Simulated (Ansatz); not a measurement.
## bcc Mo: properties by level of theory

Reference values: lattice constant a 3.141 Å (measured, static lattice: zero-point anharmonic expansion removed; as tabulated in Mejia-Rodriguez and Trickey (2018), arXiv:1807.09216); bulk modulus 265 GPa (measured, zero-point energy and finite temperature contributions removed, our sources range from 265 to 278; as tabulated in doi:10.1021/acs.jctc.3c00612); cohesive energy 6.84 eV/atom (measured, finite-temperature (and zero-point) corrections as in the cited sets; as tabulated in Jana et al. (2018), arXiv:1807.00350).

```tsv
level (code)	lattice parameter a (Å)	bulk modulus (GPa)	cohesive energy (eV/atom)
LDA (Ansatz)	3.111	293	8.10
r²SCAN (Ansatz)	3.151	271	5.63
r²SCAN+rVV10 (Ansatz)	3.144	277	6.00
```

Differences from the reference values (errors of the level alone only where the reference is corrected to a static lattice):

| level | lattice constant a (%) | bulk modulus (%) | cohesive energy (eV/atom) |
|---|---|---|---|
| LDA | -0.96 | +10.6 | +1.26 |
| r²SCAN | +0.32 | +2.3 | -1.21 |
| r²SCAN+rVV10 | +0.10 | +4.5 | -0.84 |

Nearest: lattice constant a, r²SCAN+rVV10; bulk modulus, r²SCAN or r²SCAN+rVV10; cohesive energy, r²SCAN+rVV10.

Ansatz's density-functional and Hartree–Fock values are scalar-relativistic unless marked +SOC, with PAW data made under PBE.

Differences are worked out from the printed values.

Free atoms are spin-polarised, in the lowest state found; at levels without +SOC their spin–orbit coupling is left out.

The computed numbers hold no vibrational or temperature effects.

Ansatz is an electronic-structure program.
